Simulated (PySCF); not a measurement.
Compound: C₄H₁₀N (charge +1).
Structure used (GFN2-xTB), in Å, numbered top down from 1:
```
atom  x, y, z in Å
N1     1.700   -0.440   -0.266
C2     0.453   -0.120    0.506
C3    -0.783   -0.917    0.080
C4    -1.553    0.405   -0.090
C5    -0.237    1.182    0.091
H6     2.028   -1.390   -0.050
H7     1.497   -0.383   -1.274
H8     2.448    0.229   -0.044
H9     0.689   -0.187    1.567
H10   -1.177   -1.605    0.822
H11   -0.647   -1.455   -0.856
H12   -2.053    0.539   -1.044
H13   -2.268    0.586    0.706
H14   -0.248    1.968    0.841
H15    0.146    1.596   -0.840
```

The closed-shell SCF was solved with PySCF and density fitting under several settings on one GFN2-xTB geometry (grid level 2 and gas phase unless stated).

| settings | basis functions | SCF cycles | E (Eh) | HOMO (eV) | LUMO (eV) |
| --- | --- | --- | --- | --- | --- |
| PBE0/pcSseg-1 | 135 | 12 | -212.6410 | -13.58 | -4.66 |
| PBE0/def2-SVPD | 180 | 12 | -212.5347 | -13.54 | -4.77 |
| revPBE/Sadlej pVTZ, level shift 0.2 Eh | 210 | 10 | -212.9048 | -12.09 | -5.82 |
| WP04/3-21G, IEF-PCM chloroform | 65 | 12 | -217.2514 | -11.26 | -1.12 |
| PBE0/pcseg-1, start guess vsap, fitting basis def2-universal-jkfit | 120 | 11 | -212.6235 | -13.61 | -4.67 |

Question: Estimate the rows for these settings: (1) B3LYP/pcSseg-1, IEF-PCM dichloromethane, energy threshold 1e-07 Eh; (2) OPBE/def2-SVPD, IEF-PCM dichloromethane, energy threshold 1e-11 Eh.

Answer: 
| settings | basis functions | SCF cycles | E (Eh) | HOMO (eV) | LUMO (eV) |
| --- | --- | --- | --- | --- | --- |
| B3LYP/pcSseg-1, IEF-PCM dichloromethane, energy threshold 1e-07 Eh | 135 | 7 | -212.9972 | -9.36 | -0.08 |
| OPBE/def2-SVPD, IEF-PCM dichloromethane, energy threshold 1e-11 Eh | 180 | 11 | -212.8159 | -8.16 | -0.77 |

Question: Over all rows, what range does the HOMO–LUMO gap span?

Answer: From 6.27 eV (revPBE/Sadlej pVTZ, level shift 0.2 Eh) to 10.14 eV (WP04/3-21G, IEF-PCM chloroform). The functional of the narrowest has no exact exchange, that of the widest 12 % exact exchange.

Question: Compare two rows with the functional PBE0: PBE0/pcSseg-1 and PBE0/def2-SVPD. Which energy is lower, and by how much?

Answer: PBE0/pcSseg-1 (135 functions) lies 0.1063 Eh or 67 kcal/mol below PBE0/def2-SVPD (180 functions). The smaller set gives the lower energy; the two sets aren't nested, so the variational bound doesn't order them by size.

Cycle counts include a coarse-grid stage where the run had one. WP04 was designed for NMR shieldings or shifts; total energies of different functionals aren't comparable. One conformer (not necessarily the lowest) at the GFN2-xTB geometry, without vibrations or thermal averaging.
